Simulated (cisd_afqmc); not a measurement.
Input (AFQMC/CISD/aug-cc-pVTZ; cisd_afqmc is a phaseless AFQMC code with CISD trial states that reads the integrals written by Ansatz):

Ansatz 0.2 input:
```python
import cisd_afqmc

open("ham.yaml", "w").write("""\
crystal:
  periodic: [false, false, false]
  atoms:
    - {symbol: O, position_ang: [-0.00000000, -0.00000000, -0.10765535]}
    - {symbol: H, position_ang: [0.00000000, 0.00000000, 0.86124284]}
basis:
  gaussian:
    orbitals: aug-cc-pVTZ
magnetization: {spin_polarized: true, initial_magnetization: 1}
correlation: {method: ccsd, electrons: outside_noble_gas, hamiltonian_folder: ham}
""")
rep = cisd_afqmc.ansatz("ham.yaml")
e_ccsd = rep["correlation"]["coupled_cluster"]["energy"]["hartree"]
out = cisd_afqmc.run("ham", e_ccsd, trial="CISD", walkers=2000, populations=1, threads=12, dt=0.005, steps=40, early=24, settle=10, least=100,
    cut=5e-5, rank_cut=2e-4, target=0.0004, seconds=1000, seed=4, memory=62639, gpu=True)
```

Output:

```
orbitals 68, occupied [4, 3], factors 319 of 408, rank of the doubles 210 of 451
E(HF) = -75.421671
E(CCSD) on the cut factors = -75.639687, shift to the whole factors -0.000008
Energy of the trial state on the determinant = -75.639639
  tau behind 7.2 of longer steps, mean of the populations' last blocks
   2.0  -75.64630
   4.0  -75.64682
   6.0  -75.64589
   8.0  -75.64580
  10.0  -75.64547
  12.0  -75.64579
  14.0  -75.64623
  16.0  -75.64579
  18.0  -75.64609
  20.0  -75.64614
  22.0  -75.64556
blocks 99 (1 outliers left out), error by blocks joined: 1: 0.00005, 2: 0.00006, 4: 0.00008, 8: 0.00009
E(AFQMC/CISD) = -75.64591 +/- 0.00009
```

The error still grows at the longest joins of blocks, or few joins were possible, so the printed bar may be too narrow.
